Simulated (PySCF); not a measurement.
```xyz
6
charge 0 multiplicity 1, angstrom
S     0.0851    0.4026   -0.0830
O     0.0565    0.2673    1.3622
O     1.1194   -0.7232   -0.6032
O    -1.3163   -0.2081   -0.6032
H     1.2076   -1.3994    0.0876
H    -1.6707   -0.7907    0.0876
```

Method: PBE0 in PySCF with S def2-TZVP, O def2-TZVP, H def2-TZVP; no relativity; density-fitted integrals.

This geometry of SO(OH)₂ is a stationary point at this level.

Q: What is the point group?

A: Cs.

Q: Is it a minimum?

A: Yes: all harmonic wavenumbers are real.

Q: List the harmonic modes with their infrared intensities.

A: 
| symmetry | ω (cm⁻¹) | IR (km/mol) |
| --- | --- | --- |
| a'' | 153 | 23.4 |
| a' | 347 | 32.5 |
| a' | 436 | 126 |
| a'' | 461 | 60.4 |
| a' | 500 | 17.3 |
| a'' | 806 | 367 |
| a' | 808 | 147 |
| a'' | 1069 | 53.9 |
| a' | 1110 | 5.8 |
| a' | 1272 | 191 |
| a'' | 3739 | 39.6 |
| a' | 3743 | 104 |

Q: What are the dipole moment and the gap between the highest occupied and lowest empty levels?

A: 1.81 D and 8.77 eV.

Only a few start shapes were tried, so a lower isomer may exist.
